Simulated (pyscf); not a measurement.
Structures and frequencies: ωB97X-D3(BJ)/def2-SVP in PySCF.

Question: For PH₃ + GeH₄ → H₂P–GeH₃ + H₂, a four-centre exchange (singlet surface; H–P, Ge–H broken, Ge–P, H–H formed), PBE/def2-TZVP gives ΔE‡ = 2.23 eV and ΔE = -0.06 eV (zero: the separated reactants). In which direction and how far do r²SCAN/def2-TZVP, B3LYP-D3(BJ)/def2-TZVP, ωB97M-D3(BJ)/def2-TZVP move these?

Answer: r²SCAN: ΔE‡ = 2.42 eV, ΔE = -0.06 eV; B3LYP-D3(BJ): ΔE‡ = 2.56 eV, ΔE = -0.03 eV; ωB97M-D3(BJ): ΔE‡ = 2.77 eV, ΔE = +0.03 eV. PBE's barrier lies under all of them, by 0.19 to 0.53 eV. Its reaction energy matches one of them and lies within 0.09 eV of the others. Low barriers are usual for a GGA, whose delocalisation error favours stretched bonds. One saddle was located; it need not be the lowest between these sides. Elements up to Kr have no core potential and no relativistic terms here.
